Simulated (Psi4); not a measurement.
Process, species as SMILES: [SiH3][SiH3] (Si2H6) + [H][H] (H2) → 2 [SiH4] (SiH4)
B3LYP-D3(BJ)/def2-TZVP geometries, fixed; electronic energies without zero-point terms.

Effect of the grid (radial, spherical points) at PBE/def2-TZVP with Psi4, against the last row, where the energy of full hydrogenation is -2.18 kcal/mol. Cost is core time over that of grid: 35, 110, rough, on shared machines of one kind.

```json
[
 {"setting": "grid: 35, 110", "grid points, largest species": "30108", "largest shift of a total energy (mEh)": "-3.896", "shift of the energy of full hydrogenation (kcal/mol)": "0.022", "cost": "1×"},
 {"setting": "grid: 50, 194", "grid points, largest species": "75526", "largest shift of a total energy (mEh)": "-0.065", "shift of the energy of full hydrogenation (kcal/mol)": "0.014", "cost": "1×"},
 {"setting": "grid: 75, 302", "grid points, largest species": "173692", "largest shift of a total energy (mEh)": "0.002", "shift of the energy of full hydrogenation (kcal/mol)": "0.004", "cost": "1×"},
 {"setting": "grid: 99, 590", "grid points, largest species": "445264", "largest shift of a total energy (mEh)": "0.000", "shift of the energy of full hydrogenation (kcal/mol)": "0.000", "cost": "2×"},
 {"setting": "grid: 150, 974", "grid points, largest species": "1111134", "largest shift of a total energy (mEh)": "0.000", "shift of the energy of full hydrogenation (kcal/mol)": "0.000", "cost": "4×"}
]
```

Within 0.02 kcal/mol in the energy of full hydrogenation: grid: 50, 194; grid: 75, 302; grid: 99, 590. The largest shift is 3.896 mEh in a total energy and 0.022 kcal/mol in the difference.
